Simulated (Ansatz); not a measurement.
**CH₂N (quartet): from Hartree-Fock to the top rungs, def2-QZVPP**

The task here is to estimate one member of a computed series from the others.

Program: Ansatz 0.2.0, Gaussian basis. Level of theory: def2-QZVPP, core rule «outside noble gas», up to 2 orbitals frozen. These are calculated values, not measurements.

Plan: UHF; ROHF; CCSD(T) on UHF.

2 further runs of the same task are left out: 2 set aside as unsound or not needed.

## The geometry

The geometry is a PBE0/def2-TZVP stationary point (not a proven minimum) of the parent state, kept for this charge and spin.

4 atoms, charge 0, spin multiplicity 4.

Atoms are counted from 1 here; the program's logs count them from 0.

Bond lengths: N1–C2 1.226 Å, N1–H3 1.020 Å, C2–H4 1.097 Å. Angles: C2–N1–H3 118.7°, N1–C2–H4 125.4°.

Set-up of the first run:

The input, in.yaml:

```yaml
crystal:
  periodic: [false, false, false]
  atoms:
    - {symbol: N, position_ang: [0.000000, -0.172031, 0.548148]}
    - {symbol: C, position_ang: [0.000000, 0.195022, -0.621447]}
    - {symbol: H, position_ang: [0.000000, 0.535251, 1.282826]}
    - {symbol: H, position_ang: [0.000000, -0.468538, -1.494872]}
basis:
  gaussian: {orbitals: "def2-QZVPP.json"}
magnetization: {spin_polarized: true, initial_magnetization: 3}
hamiltonian: {xc: hf}
output: {orbitals: {seedname: orbitals}}
```

Run with:

```console
ansatz run in.yaml --threads 1 --pin off --events-out ev --progress --plain --max-ram 2393MiB
```

Steps of the session up to this table: UHF; ROHF; CCSD(T) on UHF.

One table of the session follows, with a row left open; its other results are not shown here.

```
  method  from UCCSD(T) (kJ/mol)
    ROHF                  +895.5
     UHF                       ?
    UMP2                   +94.4
   UCCSD                   +29.0
UCCSD(T)                       0
```

Q: Estimate the row for UHF from the others.

The run gave: from UCCSD(T) (kJ/mol): +869.4. In the column «from UCCSD(T) (kJ/mol)» it lies between UMP2 (+94.4) and ROHF (+895.5).
